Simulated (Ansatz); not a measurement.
This Ansatz (an electronic-structure program) input (MP2/cc-pCVQZ) gives -364.59032 Eh with 193 basis functions. A basis named .json is the Basis Set Exchange file of that set (core-valence sets with the plain set on hydrogen).

Ansatz 0.2 input:
```yaml
crystal:
  periodic: [false, false, false]
  atoms:
    - {symbol: Si, position_ang: [-0.00000000, -0.00000000, -0.55023073]}
    - {symbol: O, position_ang: [0.00000000, 0.00000000, 0.96290378]}
basis:
  gaussian:
    orbitals: cc-pCVQZ.json
magnetization: {spin_polarized: false}
correlation: {method: mp2, frozen_orbitals: {O: 0, Si: 1}}
```

Change:
```diff
- correlation: {method: mp2, frozen_orbitals: {O: 0, Si: 1}}
+ correlation: {method: mp2, electrons: outside_noble_gas}
```

What does the run give now?

-364.21642 Eh (MP2/cc-pCVQZ, 193 functions), a change of +373.90 mEh.
